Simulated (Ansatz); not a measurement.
# AlBS+ (doublet): wave-function methods side by side, def2-TZVPP

The task here is to estimate one member of a computed series from the others.

Program: Ansatz 0.2.0, Gaussian basis. Level of theory: def2-TZVPP, core rule «outside noble gas», up to 11 orbitals frozen. These are calculated values, not measurements.

The runs, in order: UHF; ROHF; CCSD(T) on UHF.

2 further runs of the same task are left out: 2 set aside as unsound or not needed.

### The system

The geometry is a PBE0/def2-TZVP stationary point (not a proven minimum) of the parent state, kept for this charge and spin.

3 atoms, charge 1, spin multiplicity 2.

Atoms are counted from 1 here; the program's logs count them from 0.

Bond lengths: Al1–B2 2.231 Å, B2–S3 1.617 Å. Angles: Al1–B2–S3 180.0°.

Set-up of the first run:

in.yaml

```yaml
crystal:
  periodic: [false, false, false]
  atoms:
    - {symbol: Al, position_ang: [0.000000, 0.000000, 2.026204]}
    - {symbol: B, position_ang: [0.000000, 0.000000, -0.204465]}
    - {symbol: S, position_ang: [0.000000, 0.000000, -1.821740]}
basis:
  gaussian: {orbitals: def2-TZVPP}
total_charge: 1
magnetization: {spin_polarized: true, initial_magnetization: 1}
hamiltonian: {xc: hf}
output: {orbitals: {seedname: orbitals}}
```

Started as:

```console
ansatz run in.yaml --threads 1 --pin off --events-out ev --progress --plain --max-ram 4096MiB --backend cpu
```

Among the steps run: UHF; ROHF; CCSD(T) on UHF.

One table of the session follows, with a row left open; its other results are not shown here.

| method | from UCCSD(T) (meV) |
| --- | --- |
| ROHF | +8947.7 |
| UHF | ? |
| UMP2 | +1408.2 |
| UCCSD | +550.4 |
| UCCSD(T) | 0 |

Q: Estimate the row for UHF from the others.

The run gave: from UCCSD(T) (meV): +8770.6. In the column «from UCCSD(T) (meV)» it lies between UMP2 (+1408.2) and ROHF (+8947.7).
